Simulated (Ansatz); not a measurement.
We consider corundum Cr₂O₃, described by r²SCAN (Ansatz, an electronic-structure program, PAW).

Run with plane-wave cutoff 500 eV, 10×10×10 k mesh, Fermi–Dirac smearing 0.05 eV, magnetic order afm+--+, spin-polarised with opposed moments, scalar-relativistic PAW data made under PBE.

Cell (relaxed at this level):

Space group R-3c, hexagonal axes (No. 167); a = 4.9978 Å, b = 4.9978 Å, c = 13.4119 Å, α = 90.00°, β = 90.00°, γ = 120.00°

| atom | site | symmetry | x | y | z |
|---|---|---|---|---|---|
| Cr | 12c | 3. | 0.0000 | 0.0000 | 0.1523 |
| O | 18e | .2 | 0.3048 | 0.3048 | 0.2500 |
(The calculation used a cell of 10 atoms; values per cell refer to that cell.)

Task: Estimate the magnetic moment (largest site, within a sphere) and band gap that the calculation returns.

Result: 
* **magnetic moment (largest site, within a sphere)**: 2.34 μB
* **band gap**: 2.33 eV (on the SCF k mesh)

Measured, for comparison: band gap 3.3 ± 0.1 eV (temperature not stated, not corrected to a static lattice, middle of the range; as tabulated in Medasani et al. (2019), arXiv:1904.04625). Computed (rounded) less measured: band gap -0.97 eV.

Moments are spin moments.

Static lattice: no zero-point or thermal effects.

The result took about 28 core-minutes (a rough figure).
